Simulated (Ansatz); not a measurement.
H4Si, SMILES [SiH4], the interaction energy of a dimer with the counterpoise correction

Computed with Ansatz's Python interface.

The cells in order, each with its output:

```python
import ansatz

FIRST = [
    ("Si", (0.0, 0.0003, -0.0008)),
    ("H", (0.9513, -0.6773, 0.8764)),
    ("H", (-1.309, 0.0442, 0.646)),
    ("H", (-0.1032, -0.7292, -1.2622)),
    ("H", (0.4609, 1.362, -0.2594)),
]
SECOND = [
    ("Si", (-1.1112, 2.0073, -3.637)),
    ("H", (-0.0918, 2.8609, -4.2417)),
    ("H", (-0.6738, 1.6001, -2.3042)),
    ("H", (-1.3096, 0.8229, -4.4685)),
    ("H", (-2.3663, 2.7473, -3.5322)),
]
```

```python
def energy(atoms, ghosts=()):
    molecule = ansatz.Crystal.molecule()
    for symbol, xyz in atoms:
        molecule = molecule.atom(symbol, xyz)
    calc = (
        molecule.calculation()
        .basis(gaussian="cc-pVDZ")
        .functional("pbe")
    )
    deck = calc.input()
    if ghosts:
        deck = deck.set(ansatz.key.basis.gaussian.ghost_atoms, [{"symbol": s, "position_ang": list(xyz)} for s, xyz in ghosts])
    return ansatz.Session.from_dict(deck).plan().execute().report["free_energy_ev"]

# ghost atoms carry the functions of the partner
both = energy(FIRST + SECOND)
alone = energy(FIRST) + energy(SECOND)
ghosted = energy(FIRST, SECOND) + energy(SECOND, FIRST)
print(f"dimer {both:.6f} eV")
print(f"interaction, uncorrected   {(both - alone):8.3f} eV")
print(f"interaction, counterpoise  {(both - ghosted):8.3f} eV")
print(f"basis-set superposition    {(alone - ghosted):8.3f} eV")
```

    dimer -15875.210862 eV
    interaction, uncorrected      0.033 eV
    interaction, counterpoise     0.039 eV
    basis-set superposition       0.006 eV

Uncorrected it is 0.033 eV, with the counterpoise correction 0.039 eV; the difference, 0.01 eV, is the superposition error. In this basis both values are repulsive.

Reading the output:
- Total energies depend on the basis set; only differences at equal settings carry meaning.
- The dimer is a generated trial pose of unrelaxed monomers, not a minimum, so the figure is no binding energy, and the basis set is small.
- This level lacks the dispersion part of the attraction (electrostatics and induction are there), which can decide the sign where the interaction is weak.
- The whole script took 5 s on 1 thread of Arm Neoverse V1 (shared host), peak memory 0.16 GiB.

(Lines on the test bed's own set-up are left out of the output.)
